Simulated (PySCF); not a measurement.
PH3 (singlet). All numbers come from PySCF, PBE, basis P def2-TZVP, H def2-TZVP (no relativity, density fitting).

Harmonic bands of its minimum:

| ω (cm⁻¹) | IR (km/mol, summed over degenerate members) | degeneracy |
| --- | --- | --- |
| 978 | 13.6 | 1 |
| 1096 | 15.2 | 2 |
| 2326 | 28.6 | 1 |
| 2340 | 106 | 2 |

Q: The central atom is P. Infer the point group and assign the bands.

A: C3v. The modes span 2a1 + 2e: 978 a1, 1096 e, 2326 a1, 2340 e. The computed geometry has P–H 1.431 Å (×3); H–P–H 92.3° (×3).
